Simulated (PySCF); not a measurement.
# Orbital picture of NaSi

PBE at R = 2.709 Å; PySCF, no relativity, basis sets Na 6-31G(d,p), Si 6-31G(d,p). State: ⁴Σ⁻ (quartet), unpaired electrons σ ↑, π ↑↑. Only the outer orbitals are listed, counted within each symmetry.

```
spin  orbital  occ.  ε (eV)  on Na (%)            main shells (%)
   α       5σ     1  -57.55        100                   100 Na s
   α       2π     1  -29.72        100                   100 Na p
   α       2π     1  -29.72        100                   100 Na p
   α       6σ     1  -29.71        100                   100 Na p
   α       7σ     1   -9.93          5                    95 Si s
   α       8σ     1   -4.18         34           65 Si p, 31 Na s
   α       3π     1   -3.46          9            91 Si p, 8 Na p
   α       3π     1   -3.46          9            91 Si p, 8 Na p
   α       9σ     0   -2.27         82  59 Na s, 24 Na p, 18 Si p
   α       4π     0   -0.58         94                    94 Na p
   α       4π     0   -0.58         94                    94 Na p
   β       5σ     1  -57.51        100                   100 Na s
   β       2π     1  -29.66        100                   100 Na p
   β       2π     1  -29.66        100                   100 Na p
   β       6σ     1  -29.65        100                   100 Na p
   β       7σ     1   -8.02          8                    92 Si s
   β       8σ     0   -2.68         55           53 Na s, 42 Si p
   β       3π     0   -1.60         20           80 Si p, 19 Na p
   β       3π     0   -1.60         20           80 Si p, 19 Na p
```

Question: Which are the highest filled and the lowest empty level, where do they sit, and how wide is the gap?

Answer: Highest filled α 3π at -3.46 eV (in %: 91 Si p, 8 Na p); lowest empty β 8σ at -2.68 eV (in %: 53 Na s, 42 Si p); the gap at PBE is 0.78 eV.

The bond order (Mayer) is 0.96 and the ⟨S²⟩ is 3.750. The charge on Na (Mulliken, basis-dependent) is 0.36 and the charge on Na (Löwdin, basis-dependent) is 0.13. The dipole moment (positive dipole means Na(−)Si(+)) is -6.58 D and the polarisability along the bond is 144.7 bohr³. The polarisability across the bond is 69.5 bohr³.

The state is the lowest determinant that a PBE0 search found; another state may lie lower at other levels.
